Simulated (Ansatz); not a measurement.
# Ytterbium, fcc: revPBE0 at the revPBE geometry

How do the levels change when part of the exchange is made exact, and what does it cost? Spin polarisation is left out. The cell comes from an earlier revPBE relaxation. Exact exchange is dear, so the k-mesh is coarse, and revPBE is run on the same mesh for comparison.

Computed with Ansatz 0.2.0 (DFT, plane waves (420 eV) with PBE-made PAW files, scalar-relativistic; functionals as named at each step, unless a step says otherwise).

**1. Starting point**

The structure is cubic, space group Fm-3m (No. 225). The conventional cell has a = 5.345 Å, b = 5.345 Å, c = 5.345 Å, α = 90.00°, β = 90.00°, γ = 90.00°. Around Yb (site symmetry m-3m) lie 12 Yb at 3.78 Å.

Coordinates:

```
Yb
1.0
     0.00000    2.67228    2.67228
     2.67228    0.00000    2.67228
     2.67228    2.67228    0.00000
Yb
1
Direct
  0.00000 0.00000 0.00000
```

**2. revPBE on the coarse mesh**

The run with revPBE.

Input file input.yaml:

```yaml
crystal:
  lattice:
    - [0.0, 2.6722790238, 2.6722790238]
    - [2.6722790238, 0.0, 2.6722790238]
    - [2.6722790238, 2.6722790238, 0.0]
  atoms:
    - { symbol: Yb, position: [0.0, 0.0, 0.0] }
hamiltonian:
  xc: revpbe
  pseudopotentials:
    kind: paw
    azcp:
      Yb: "pseudopotentials/Yb.paw.azcp"
basis:
  ecutwfc: 420
  fft_grid_basis: typed
kpoints:
  mp_grid: { grid: [5, 5, 5], shift: [0, 0, 0] }
magnetization:
  spin_polarized: false
scf:
  occupations: { method: fermi_dirac, width: 0.1 }
```

**3. revPBE0 on the coarse mesh**

The run with revPBE0.

Edit input.yaml of step 2 so:

```diff
@@ -8,3 +8,3 @@
 hamiltonian:
-  xc: revpbe
+  xc: revpbe0
   pseudopotentials:
```

(Steps that only read results are left out.)

Before running it: what results should come out? Wanted: revPBE: gap; revPBE0: gap.

The runs gave:

| quantity | value |
| --- | --- |
| revPBE: gap | none (levels filled in part) |
| revPBE0: gap | none (levels filled in part) |
| revPBE0: SCF cycles, exchange loops | 29, 3 |
| revPBE0: CPU time over that of revPBE | 18 |

In words: Neither revPBE nor revPBE0 shows a clean gap on this mesh. revPBE0 cost 18 times the CPU time of revPBE. The exchange operator of revPBE0 was renewed in 3 outer loops. The cell taken over is 8 % smaller than the measured one (41.28 Å³/atom, COD). The total energies in the logs cannot be compared from one functional to another.
